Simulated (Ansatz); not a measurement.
**AlH₃+ (doublet): the correlation ladder at scale of all distances = 1.318, aug-cc-pVDZ**

Aim: climb from Hartree-Fock through coupled cluster and multireference methods for AlH₃+ (doublet) at one geometry and basis, and see what each rung misses.

Program: Ansatz 0.2.0, Gaussian basis. Level of theory: aug-cc-pVDZ, core rule «outside noble gas», up to 5 orbitals frozen. These are calculated values, not measurements.

Plan: UHF; CCSD(T) on ROHF; CCSD(T) on UHF; BCCD(T) on ROHF; CISD; CCSDT(Q) on ROHF; CCSDT(Q) on UHF; CASSCF and MRCISD+Q, 3 electrons in 3 orbitals; CASSCF and NEVPT2, 3 electrons in 3 orbitals; CASSCF and MRCISD+Q, 5 electrons in 7 orbitals; CASSCF and NEVPT2, 5 electrons in 7 orbitals; Full CI.

17 further runs of the same task are left out: 12 that didn't finish, 5 set aside as unsound or not needed.

### 1 The geometry

The geometry derives from a PBE0/def2-TZVP stationary point (not a proven minimum). All distances are scaled together.

4 atoms, charge 1, spin multiplicity 2.

Atoms are counted from 1 here; the program's logs count them from 0.

No contacts short enough for the rule that draws bonds.

### 2 UHF

Contents of in.yaml:

```yaml
crystal:
  periodic: [false, false, false]
  atoms:
    - {symbol: Al, position_ang: [0.000000, 0.075314, 0.000000]}
    - {symbol: H, position_ang: [0.000000, 0.298108, -2.044480]}
    - {symbol: H, position_ang: [0.000000, 0.298117, 2.044478]}
    - {symbol: H, position_ang: [0.000000, -2.612314, 0.000006]}
basis:
  gaussian: {orbitals: aug-cc-pVDZ}
total_charge: 1
magnetization: {spin_polarized: true, initial_magnetization: 1}
hamiltonian: {xc: hf}
output: {orbitals: {seedname: orbitals}}
```

Started as:

```console
> ansatz run in.yaml --threads 1 --pin off --events-out ev --progress --plain --max-ram 2393MiB
```

After this run come: CCSD(T) on ROHF; CCSD(T) on UHF; BCCD(T) on ROHF; CISD; CCSDT(Q) on ROHF; CCSDT(Q) on UHF; CASSCF and MRCISD+Q, 3 electrons in 3 orbitals; CASSCF and NEVPT2, 3 electrons in 3 orbitals; CASSCF and MRCISD+Q, 5 electrons in 7 orbitals; CASSCF and NEVPT2, 5 electrons in 7 orbitals; Full CI.

Before running them: what should the planned runs give, taken together? Wanted: FCI below the RHF energy; RMP2 from FCI; UMP2 from FCI; RCCSD from FCI; RCCSD(T) from FCI; UCCSD(T) from FCI; RCCSDT(Q) from FCI; UCCSDT(Q) from FCI; NEVPT2 pair from FCI.

**Answer**, as computed:

```
                         quantity                                                                                      value
         FCI below the RHF energy                                                                                 -2.4908 eV
                    RMP2 from FCI                                                                               +80.8 kJ/mol
                    UMP2 from FCI                                                                              +111.6 kJ/mol
                   RCCSD from FCI                                                                                +8.0 kJ/mol
                RCCSD(T) from FCI                                                                                +2.6 kJ/mol
                UCCSD(T) from FCI                                                                                +5.8 kJ/mol
               RCCSDT(Q) from FCI                                                                                +0.1 kJ/mol
               UCCSDT(Q) from FCI                                                                                +0.1 kJ/mol
             NEVPT2 pair from FCI                                                                               +62.1 kJ/mol
           MRCISD+Q pair from FCI                                                                                -5.2 kJ/mol
          NEVPT2 valence from FCI                                                                               +21.6 kJ/mol
levels within 1 kcal/mol (43 meV)  RCCSD(T), BCCD(T), RCCSDT, UCCSDT, RCCSDT(Q), UCCSDT(Q), MRCISD valence, MRCISD+Q valence
                    T1 diagnostic                                                                                      0.027
   effectively unpaired electrons                                                                                       1.21
```

In words: RCCSD(T) misses by +2.6 kJ/mol, 1.1 % of the correlation energy. CCSD(T) misses by +2.6 kJ/mol on the restricted determinant and by +5.8 kJ/mol on the unrestricted one; the two need not hold the same state or core. MRCISD+Q pair falls below full CI: the +Q correction isn't variational, and the cores differ from full CI's. The occupations show some static correlation. Of the multireference levels listed MRCISD+Q valence comes nearest in total energy (+1.0 kJ/mol), which doesn't show that its space is the better one. These misses are within one basis, not against nature; the frozen cores of restricted and unrestricted runs differ, which can shift their rows.
